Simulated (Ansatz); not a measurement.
Cubic perovskite SrTiO3 (cubic form, which distorts at low temperature) was calculated with PBE-D3(BJ) in Ansatz (plane waves, PAW).

Numerical settings: plane-wave cutoff 520 eV, 10×10×10 k mesh, Fermi–Dirac smearing 0.01 eV, no spin polarisation, scalar-relativistic PAW data made under PBE.

Computed points:

| V (Å³/atom) | E − E_lowest (meV/atom) | P (GPa) |
|---|---|---|
| 11.236 | 26.72 | 12.62 |
| 11.475 | 11.44 | 7.95 |
| 11.714 | 2.76 | 3.76 |
| 11.953 | 0.00 | 0.00 |
| 12.192 | 2.56 | -3.38 |
| 12.431 | 9.90 | -6.41 |
| 12.671 | 21.53 | -9.13 |

Question: Estimate the bulk modulus from the pressures at 11.714 and 12.192 Å³/atom, and compare it with a fit to all energies.

Answer: B = −V dP/dV. Between V = 11.714 and 12.192 Å³/atom, dP/dV = (-3.38 − (3.76))/(12.192 − 11.714) = -14.9 GPa per Å³/atom; at the midpoint 11.953 Å³/atom this gives B ≈ 179 GPa. The third-order Birch–Murnaghan fit gives V0 = 11.953 Å³/atom, B0 = 178 GPa, B′ = 4.4, which lies within 1 % of that estimate.

Measured, for comparison: bulk modulus 172 GPa (room temperature, no zero-point or thermal correction, Murnaghan fit, our sources range from 165 to 179; as tabulated in Guennou et al. (2010), arXiv:0910.0710); equilibrium volume per atom 11.77 Å³/atom (0 K, cubic phase extrapolated to 0 K; as tabulated in Bilc et al. (2008), arXiv:0805.0753). Computed (rounded) less measured: bulk modulus +3 % (inside the range of the sources held), equilibrium volume per atom +1.5 %.

Note: the relaxation could not lower the start's symmetry, so the cell can be a saddle point above a distorted one.

Ansatz is a program for electronic structure.
